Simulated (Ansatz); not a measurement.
CH4, singlet in 6-31G: errors against full CI

Geometry: displaced at random from a stationary point.

| atom | x (Å) | y (Å) | z (Å) |
| --- | --- | --- | --- |
| C | 0.0230 | 0.0122 | 0.0028 |
| H | 0.4862 | 0.6505 | 0.6436 |
| H | -0.6968 | -0.6386 | 0.6352 |
| H | -0.6087 | 0.5610 | -0.6081 |
| H | 0.5450 | -0.7177 | -0.7041 |

Basis 6-31G; Ansatz 0.2.0. Correlated methods freeze the noble-gas cores, which leaves 8 electrons in 16 orbitals. R marks a restricted (for open shells ROHF) determinant. Active spaces: valence = (8e, 8o) chosen from the atoms' valence shells.

Full CI is exact within this basis and frozen core; it isn't the basis-set limit.

The UHF ⟨S²⟩ is 0.000, the T1 diagnostic (RCCSD) is 0.0043 and the largest doubles amplitude (RCCSD) is 0.054.

```
                     level  E − E(full CI) (kcal/mol)  share of correlation (%)  wall time
                       RHF                      75.38                      0.00          –
                      RMP2                      13.37                     82.27          –
                      CISD                       4.12                     94.54     0.18 s
                     RCCSD                       1.21                     98.39          –
                  RCCSD(T)                       0.19                     99.74     0.12 s
                   BCCD(T)                       0.19                     99.75     0.12 s
                    RCCSDT                       0.06                     99.92          –
                    CISDTQ                       0.12                     99.84     0.66 s
                 RCCSDT(Q)                       0.00                    100.00     0.21 s
                   RCCSDTQ                       0.01                     99.99      1.4 s
    CASSCF (valence space)                      23.11                     69.35          –
    NEVPT2 (valence space)                       5.48                     92.74      1.4 s
NEVPT4(SD) (valence space)                       0.65                     99.14        2 s
    MRCISD (valence space)                       0.35                     99.53          –
  MRCISD+Q (valence space)                      -0.03                    100.04      2.1 s
```

The correlation energy at full CI, counted from RHF, is -3.269 eV. That run took 7 s on 1 thread of INTEL XEON PLATINUM 8581C, shared host over 3,312,400 determinants.

Times hold each run's SCF and search for its determinant on a shared host, so for small cases they say little of a method's own cost; they ran on 1 thread of INTEL XEON PLATINUM 8581C.

The full-CI state has the irrep A of C1, in the program's axes.

Natural occupations of full CI about the gap: 1.981 1.972 1.967 1.963 0.029 0.026 0.020 0.018 0.007 0.006; effectively unpaired electrons, Σ n²(2−n)², 0.02.
